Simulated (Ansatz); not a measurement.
## Relative stability

Two relaxed structures of CH3SSi (charge -1), singlet (PBE0-D4/def2-TZVPD; forces vanish, vibrations not checked).

A:

```json
{"atom": "C1", "x (Å)": "-0.4309", "y (Å)": "-0.0710", "z (Å)": "-0.6184"}
{"atom": "Si2", "x (Å)": "-0.1537", "y (Å)": "0.5473", "z (Å)": "1.0653"}
{"atom": "S3", "x (Å)": "0.2435", "y (Å)": "-1.4628", "z (Å)": "0.6416"}
{"atom": "H4", "x (Å)": "-1.3113", "y (Å)": "0.8731", "z (Å)": "1.9602"}
{"atom": "H5", "x (Å)": "0.4470", "y (Å)": "0.1626", "z (Å)": "-1.2442"}
{"atom": "H6", "x (Å)": "1.0093", "y (Å)": "1.3319", "z (Å)": "1.6145"}
```

B:

C1  (-0.397, -0.366, 0.013)
Si2  (-0.465, 1.275, 0.661)
S3  (0.848, -1.600, 0.262)
H4  (-1.112, -0.660, -0.759)
H5  (0.126, -2.640, 0.746)
H6  (0.743, 1.191, 1.624)
(Å)

Ansatz 0.2.0; basis: def2-TZVPPD; cores frozen in the correlated methods. B3LYP uses VWN-RPA correlation.

Q: Which structure is lower at CCSD(T), and by how much? (An estimate is asked for; the value comes from the calculation.)

A: Computed: B, by 0.071 eV (electronic energy, against the other). By their contacts, A is CH₃SSi ([CH]1[SiH2][S]1), total charge -1 and B is CH₃SSi ([SiH][CH][SH]), total charge -1.

Q: Do the other methods give the same order? (Judge from chemistry; the calculation decides.)

A: By the calculation: Not all: r2SCAN-D4, MP2 give the other order.

| method | E(B) − E(A) (eV) |
| --- | --- |
| PBE-D4 | -0.038 |
| r2SCAN-D4 | 0.076 |
| PBE0-D4 | -0.011 |
| B3LYP-D4 | -0.126 |
| wB97M-V | -0.044 |
| HF | -0.110 |
| MP2 | 0.057 |
| CCSD | -0.099 |
| CCSD(T) | -0.071 |

T1 diagnostic: at most 0.018. The restricted Hartree–Fock reference is unstable towards an unrestricted one at one or more of these structures.

Labels in which every atom is bracketed show which atoms are joined, not bond orders.

For scale, one of the runs: CCSD(T)/def2-TZVPPD, 187 basis functions, launched by `ansatz run in.yaml --threads 2 --pin off --events-out ev --progress --plain --max-ram 4352MiB`. Hardware: 2 CPU threads of an Intel Xeon Platinum 8259CL, shared host. Wall time 27 s; peak host memory 1.8 GiB.
